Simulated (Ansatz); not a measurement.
# Telling isomers of CH5AlO apart by their spectra

These gas-phase data were calculated for one isomer of CH5AlO at PBE0-D3(BJ)/pcseg-1 (harmonic, unscaled wavenumbers; equilibrium rotational constants with average atomic masses):

| Item | Value |
| --- | --- |
| rotational constants | 19.47, 7.975, 6.556 GHz |
| all wavenumbers above 1500 cm⁻¹ | 3838, 3209, 3120, 1952, 1929 |

Candidates:

(1) `[CH3][AlH][OH]`, a singlet
(2) `C[O][AlH2]`, a singlet
(3) `[CH2]1[OH+][AlH2-]1`, a singlet

Q: Which structure fits?

A: Candidate (3). The band at 3838 cm⁻¹ lies where the O–H stretch is expected; (2) has no mode between 3300 and 4000 cm⁻¹. 2 modes lie between 1700 and 2050 cm⁻¹, one for each Al–H bond, while (1) has 1.

The same quantities for all candidates:

|  | rotational constants (GHz) | wavenumbers above 1500 cm⁻¹ | E above the lowest, PBE0-D3(BJ)/pcseg-1 (kcal/mol) |
| --- | --- | --- | --- |
| (1) | 24.25, 5.796, 4.817 | 3951, 3163, 3138, 3049, 1926 | 0.0 |
| (2) | 46.11, 5.238, 4.847 | 3119, 3100, 3018, 1979, 1936 | 22.4 |
| (3) | 19.47, 7.975, 6.556 | 3838, 3209, 3120, 1952, 1929 | 54.0 |

Each candidate is one conformer. Programs: Ansatz 0.2.0.
